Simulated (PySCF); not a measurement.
This PySCF input asks for the NMR shieldings of `COCOC`, C3H8O2; the geometry comes from GFN2-xTB, dihedral held.

```python
import basis_set_exchange as bse
import numpy as np
from pyscf import gto, dft
from pyscf.prop import nmr

atoms = """
C    -1.296067    1.077865    1.837385
O    -0.857078    0.379600    0.701053
C     0.118420    1.050923   -0.060166
O     0.955479    0.153734   -0.695234
C     1.735325   -0.623286    0.192469
H    -0.466459    1.287467    2.524529
H    -2.020472    0.431858    2.329167
H    -1.777325    2.024711    1.565164
H     0.696756    1.729264    0.601853
H    -0.352502    1.641186   -0.860196
H     2.379878    0.019228    0.805413
H     1.099837   -1.226876    0.845650
H     2.348090   -1.271531   -0.428924
"""
names = dict.fromkeys(["C", "O", "H"], "pcSseg-1")
basis = {el: gto.basis.parse(bse.get_basis(n, elements=[el], fmt="nwchem")) for el, n in names.items()}
mol = gto.M(atom=atoms, basis=basis, charge=0, verbose=0)
mf = dft.RKS(mol, xc="PBE0")
mf.grids.level = 2
mf.grids.alignment = dft.numint.BLKSIZE   # the property module wants whole blocks of grid points
mf.conv_tol = 1e-9
mf.kernel()

calc = nmr.RKS(mf)   # GIAO
C = mf.mo_coeff
Co = C[:, mf.mo_occ > 0]
resp = mf.gen_response(singlet=True, hermi=2)
def vind(x):   # induced exchange potential for any number of trial vectors
    d = np.einsum("pi,xij,qj->xpq", C, 2 * x.reshape(-1, C.shape[1], Co.shape[1]), Co, optimize=True)
    return np.einsum("xpq,pi,qj->xij", resp(d - d.transpose(0, 2, 1)), C, Co, optimize=True).ravel()
mo1, _ = nmr.rhf.solve_mo1(calc, with_cphf=vind)
sigma = calc.kernel(mo1)
for i, s in enumerate(sigma):   # ppm
    w = np.linalg.eigvalsh((s + s.T) / 2)
    print("%2d %-2s iso %8.1f  s11 %8.1f  s22 %8.1f  s33 %8.1f" % (i, mol.atom_pure_symbol(i), w.mean(), *w))
```

Q: Give the expected output.

A: 
```
 0 C  iso    129.2  s11     96.2  s22    109.0  s33    182.5
 1 O  iso    301.6  s11    236.2  s22    310.0  s33    358.5
 2 C  iso     83.2  s11     53.7  s22     82.0  s33    113.8
 3 O  iso    275.3  s11    207.9  s22    289.1  s33    329.0
 4 C  iso    129.8  s11     93.0  s22    113.5  s33    182.8
 5 H  iso     28.5  s11     24.5  s22     27.1  s33     34.0
 6 H  iso     27.9  s11     24.2  s22     25.6  s33     33.8
 7 H  iso     28.4  s11     24.5  s22     25.9  s33     34.9
 8 H  iso     27.6  s11     23.3  s22     28.9  s33     30.6
 9 H  iso     26.3  s11     21.9  s22     26.5  s33     30.6
10 H  iso     28.9  s11     25.8  s22     26.4  s33     34.3
11 H  iso     27.8  s11     23.5  s22     27.0  s33     32.8
12 H  iso     28.0  s11     24.2  s22     26.1  s33     33.8
```

These numbers come from an equivalent density-fitted implementation of the same equations, which agrees with the script to about 0.01 ppm for H and up to a few tenths of a ppm for heavy atoms, so last digits may differ.

The geometry is no minimum: GFN2-xTB, dihedral held.

Size and cost of the density-fitted run: 125 basis functions, 6.4 s wall time on 1 thread of an Arm Neoverse V2, shared host.
